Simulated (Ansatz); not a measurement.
## Relaxing ruthenium (hcp)

Computed with Ansatz, DFT, LDA (PW92), plane waves (420 eV) with PAW, scalar-relativistic. (PAW data from PBE, frozen cores regenerated.)

k-point mesh 13×13×8, Fermi-Dirac smearing 0.05 eV, starting moments 1.00 ×2 μB. Cell and atoms relax.

Starting structure:

```yaml
crystal:
  lattice:
    - [2.7038898633, 0.0, 0.0]
    - [-1.3519449316, 2.3416373106, 0.0]
    - [0.0, 0.0, 4.28168]
  atoms:
    - { symbol: Ru, position: [0.3333333333, 0.6666666667, 0.25], spin: 1.0 }
    - { symbol: Ru, position: [0.6666666667, 0.3333333333, 0.75], spin: 1.0 }
hamiltonian:
  xc: lda
  pseudopotentials:
    kind: paw
    azcp:
      Ru: "pseudopotentials/Ru.paw.azcp"
basis:
  ecutwfc: 420
  fft_grid_basis: typed
kpoints:
  mp_grid: { grid: [13, 13, 8], shift: [0, 0, 0] }
magnetization:
  spin_polarized: true
scf:
  occupations: { method: fermi_dirac, width: 0.05 }
relax:
  max_steps: 60
  f_tol: 0.01
  cell: {}
```

**Question.** What cell does the relaxation end in?

**Answer.** P6_3/mmc with a = 2.678 Å, c = 4.215 Å (c/a = 1.574); 13.09 Å³ per atom against 13.55 at the start (-3.4 %).

**Question.** How much energy does the relaxation gain?

**Answer.** 18.6 meV per atom.

Path of the relaxation (the plane waves are chosen anew near the end, which can shift the energy a little):

```tsv
step	E − E(final) (meV/atom)	V (Å³/atom)	P (GPa)	max force (eV/Å)
0	18.57	13.555	-11.89	0.000
1	0.05	13.123	-0.98	0.000
2	-0.07	13.086	0.07	0.000
3	-0.07	13.088	0.00	0.000
4	0.00	13.088	0.00	0.000
```

**Question.** Which magnetic state does it end in?

**Answer.** non-magnetic.
